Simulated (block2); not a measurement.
# DMRG/STO-3G run of [OF2]+ (SMILES F[O+]F)

Aim: the energy change on altering one bond length of [OF2]+ at DMRG/STO-3G, from 2 runs. 

The results are computed with block2 0.5.4.

4 further runs of the same task are left out: 4 set aside as unsound or not needed. Runs told in other sessions of the task aren't counted.

## (1) The system as given

[OF2]+: 3 atoms, total charge +1, spin state doublet. SMILES: `F[O+]F`. Geometry: relaxed at PBE0-D4/def2-TZVP.

Bond lengths: F1–O2 1.297 Å, O2–F3 1.297 Å. Angles: F1–O2–F3 108.0°.

## (2) A single-point energy at DMRG/STO-3G

File prepare.py:

```python
import numpy as np
from pyscf import ao2mo, cc, dft, gto, lo, mcscf, mp, scf
from pyscf.tools import fcidump

geom = "mol.xyz"
mol = gto.M(
    atom=geom,
    basis="sto-3g",
    charge=1,
    spin=1,
    verbose=3,
)
print("basis functions         : %d" % (mol.nao))
mf = scf.ROHF(mol)
mf.conv_tol = 1e-10
mf.max_cycle = 200
mf.kernel()
if not mf.converged:
    mf = mf.newton().run(mf.mo_coeff, mf.mo_occ)
print("reference energy        : %.10f" % (mf.e_tot))
ref = scf.UHF(mol).run(mf.make_rdm1(), conv_tol=1e-10)
pt = mp.MP2(ref, frozen=3).run()
mycc = cc.CCSD(ref, frozen=3)
mycc.max_cycle = 150
mycc.kernel()
print(f"MP2 total energy        : {pt.e_tot:.10f}")
if mycc.converged:
    print(f"CCSD total energy       : {mycc.e_tot:.10f}")
    print(f"CCSD(T) total energy    : {mycc.e_tot + mycc.ccsd_t():.10f}")
ks = dft.UKS(mol, xc="tpss").set(conv_tol=1e-9, verbose=3).run(mf.make_rdm1())
if ks.converged:
    print("E(TPSS)                 : %.8f" % (ks.e_tot))
ks = dft.UKS(mol, xc="tpssh").set(conv_tol=1e-9, verbose=3).run(mf.make_rdm1())
if ks.converged:
    print("E(TPSSh)                : %.8f" % (ks.e_tot))
ks = dft.UKS(mol, xc="m06l").set(conv_tol=1e-9, verbose=3).run(mf.make_rdm1())
if ks.converged:
    print(f"E(M06-L)                : {ks.e_tot:.8f}")
ks = dft.UKS(mol, xc="pbe0").set(conv_tol=1e-9, verbose=3).run(mf.make_rdm1())
if ks.converged:
    print("E(PBE0)                 : %.8f" % (ks.e_tot))
ks = dft.UKS(mol, xc="wb97x").set(conv_tol=1e-9, verbose=3).run(mf.make_rdm1())
if ks.converged:
    print("E(wB97X)                : %.8f" % (ks.e_tot))
mo = mf.mo_coeff.copy()
for a, b in ((3, 12), (13, 15)):
    if b - a > 1:
        mo[:, a:b] = lo.Boys(mol, mo[:, a:b]).kernel()
mf.mo_coeff = mo
cas = mcscf.CASCI(mf, 12, 19)
h1, ecore = cas.get_h1eff()
fcidump.from_integrals("FCIDUMP", h1, cas.get_h2eff(), 12, 19, nuc=ecore, ms=1)
ci = mcscf.CASCI(mf, 12, (10, 9))
ci.fix_spin_(ss=0.75)
ci.fcisolver.conv_tol = 1e-10
ci.fcisolver.max_cycle = 200
ci.kernel()
print(f"E(FCI)                  : {ci.e_tot:.10f}")
```

File dmrg.conf:

```
sym c1
orbitals FCIDUMP
nelec 19
spin 1
irrep 1
occ 2 2 2 2 2 2 2 2 2 1 0 0
cbias 0.2
schedule
0 25 1E-08 1E-04
3 50 1E-08 1E-04
7 100 1E-08 1E-05
10 100 1E-09 0.0
end
maxiter 16
sweep_tol 1E-07
noreorder
mem 1g
num_thrds 1
prefix ./tmp
outputlevel 1
onepdm
```

Launch:

```sh
$ python prepare.py && block2main dmrg.conf
```

What it wrote:

```text
$ python prepare.py
[... 2 lines left out ...]
reference energy        : -269.4343410040
[... 4 lines left out ...]
MP2 total energy        : -269.5386870433
[... 2 lines left out ...]
CCSD(T) total energy    : -269.5910129054
[... 2 lines left out ...]
converged SCF energy = -270.529661706664  <S^2> = 0.75031598  2S+1 = 2.000316
[... 3 lines left out ...]
converged SCF energy = -270.26175429844  <S^2> = 0.75042421  2S+1 = 2.0004242
[... 40 lines left out ...]
integral sym error =            0
[... 52 lines left out ...]
DMRG Energy = -269.594163368774161
[... 17 lines left out ...]
Expectation | Direction =  forward | BRA bond dimension =  100 | KET bond dimension =  100
Time elapsed =      0.077
NPDM Sorting | Nsites =    12 | Nmaxops =  2 | DotSite = 2 | SymbolFree = T | Compressed = T | LowMem = F | Mem = 1.12 KB
Ttotal =      0.000

DMRG OCC =   1.946 1.988 1.969 1.983 1.945 1.941 1.954 1.982 1.989 1.115 0.093 0.093
```

Run time: 21 s. Hardware: 1 thread of Arm Neoverse N1, shared host; peak memory 0.19 GiB.

## (3) The distorted shape: the energy at DMRG/STO-3G

File make_fcidump.py:

```python
from pyscf import ao2mo, cc, dft, gto, mcscf, mp, scf
from pyscf.tools import fcidump

mol = gto.M(atom="mol.xyz", basis="sto-3g", charge=1, spin=1, verbose=3, max_memory=2000)
print("basis functions = %d" % (mol.nao))
mf = scf.ROHF(mol)
mf.conv_tol = 1e-10
mf.max_cycle = 200
mf.kernel()
if not mf.converged:
    mf = mf.newton().run(mf.mo_coeff, mf.mo_occ)
print("E(SCF) = %.10f" % (mf.e_tot))
ref = scf.UHF(mol).run(mf.make_rdm1(), conv_tol=1e-10)
pt = mp.MP2(ref, frozen=3).run()
mycc = cc.CCSD(ref, frozen=3)
mycc.max_cycle = 150
mycc.kernel()
print("MP2 total energy = %.10f" % (pt.e_tot))
if mycc.converged:
    print("E(CCSD) = %.10f" % (mycc.e_tot))
    print(f"CCSD(T) total energy = {mycc.e_tot + mycc.ccsd_t():.10f}")
ks = dft.UKS(mol, xc="tpss").set(conv_tol=1e-9, verbose=3).run(mf.make_rdm1())
if ks.converged:
    print(f"E(TPSS) = {ks.e_tot:.8f}")
ks = dft.UKS(mol, xc="tpssh").set(conv_tol=1e-9, verbose=3).run(mf.make_rdm1())
if ks.converged:
    print(f"E(TPSSh) = {ks.e_tot:.8f}")
ks = dft.UKS(mol, xc="m06l").set(conv_tol=1e-9, verbose=3).run(mf.make_rdm1())
if ks.converged:
    print("E(M06-L) = %.8f" % (ks.e_tot))
ks = dft.UKS(mol, xc="pbe0").set(conv_tol=1e-9, verbose=3).run(mf.make_rdm1())
if ks.converged:
    print("E(PBE0) = %.8f" % (ks.e_tot))
ks = dft.UKS(mol, xc="wb97x").set(conv_tol=1e-9, verbose=3).run(mf.make_rdm1())
if ks.converged:
    print("E(wB97X) = %.8f" % (ks.e_tot))
occ_no, mo = mcscf.addons.make_natural_orbitals(mp.MP2(mf.to_uhf(), frozen=3).run())
mf.mo_coeff = mo
cas = mcscf.CASCI(mf, 12, 19)
h1, ecore = cas.get_h1eff()
fcidump.from_integrals("FCIDUMP", h1, cas.get_h2eff(), 12, 19, nuc=ecore, ms=1)
ci = mcscf.CASCI(mf, 12, (10, 9))
ci.fix_spin_(ss=0.75)
ci.fcisolver.conv_tol = 1e-10
ci.fcisolver.max_cycle = 200
ci.kernel()
print("exact diagonalisation = %.10f" % (ci.e_tot))
```

File input.conf:

```
sym c1
orbitals FCIDUMP
nelec 19
spin 1
irrep 1
occ 2 2 2 2 2 2 2 2 2 1 0 0
cbias 0.2
schedule
0 25 1E-09 1E-03
2 50 1E-09 1E-04
5 75 1E-09 1E-04
7 100 1E-09 1E-05
11 100 1E-10 0.0
end
maxiter 17
sweep_tol 1E-06
fiedler
mem 2g
num_thrds 1
prefix ./tmp
outputlevel 1
onepdm
```

Launch:

```sh
$ python make_fcidump.py && block2main input.conf
```

What it wrote:

```text
$ python make_fcidump.py
basis functions = 15
converged SCF energy = -269.317367331426
E(SCF) = -269.3173673314
converged SCF energy = -269.317375545471  <S^2> = 0.75053399  2S+1 = 2.0005339
E(UMP2) = -269.432633101345  E_corr = -0.11525755587399
E(SCS-UMP2) = -269.434631959802  E_corr = -0.117256414331848
UCCSD not converged
E(UCCSD) = -269.4679822328971  E_corr = -0.1506066874264943
MP2 total energy = -269.4326331013

WARN: HOMO 1.16506512312205 >= LUMO 1.1650636003805

WARN: HOMO -0.384590254551259 >= LUMO -0.384183164672451

WARN: HOMO 0.408299472548716 >= LUMO 0.408282928486024

WARN: HOMO 0.409281753167394 >= LUMO 0.409299230899689

SCF not converged.
SCF energy = -269.257623907595 after 50 cycles  <S^2> = 0.75092241  2S+1 = 2.0009222

WARN: HOMO 1.12610839998508 >= LUMO 1.12610451827477

WARN: HOMO -0.477364016045864 >= LUMO -0.477246936353013

[... 4 lines left out ...]
WARN: HOMO -0.0171977063292393 >= LUMO -0.0194421434598742
[... 1 line left out ...]
SCF not converged.
[... 4 lines left out ...]
WARN: HOMO 0.167628747355784 >= LUMO 0.162985412853302
[... 7 lines left out ...]
WARN: HOMO -0.42424755325178 >= LUMO -0.475246942867878
[... 7 lines left out ...]
WARN: HOMO -0.499244530209578 >= LUMO -0.501373237911139
[... 1 line left out ...]
SCF not converged.
[... 4 lines left out ...]
SCF not converged.
[... 6 lines left out ...]
SCF not converged.
[... 42 lines left out ...]
integral sym error =            0
[... 52 lines left out ...]
DMRG Energy = -269.544491104199210
[... 17 lines left out ...]
Expectation | Direction =  forward | BRA bond dimension =  100 | KET bond dimension =  100
Time elapsed =      0.070
NPDM Sorting | Nsites =    12 | Nmaxops =  2 | DotSite = 2 | SymbolFree = T | Compressed = T | LowMem = F | Mem = 1.12 KB
Ttotal =      0.000

DMRG OCC =   1.833 1.168 1.999 1.994 1.999 1.001 2.000 1.952 1.916 1.046 0.093 2.000
```

It took 54 s on 1 thread of Arm Neoverse N1, shared host; peak memory 0.18 GiB.

## (4) Outcome

At DMRG/STO-3G, 3 core orbitals frozen:

```
                                                         quantity          value
                                 run 1, DMRG/STO-3G: total energy  -269.59416 Eh
                                    distorted shape: total energy  -269.54449 Eh
energy change with the F1–O2 bond stretched from 1.297 to 2.854 Å       1.352 eV
```

In words: With the F1–O2 bond stretched from 1.297 to 2.854 Å the energy rises by 1.35 eV (31 kcal/mol). The first shape isn't relaxed at this level, so the change isn't measured from a minimum. The minimal basis adds a large error of its own.
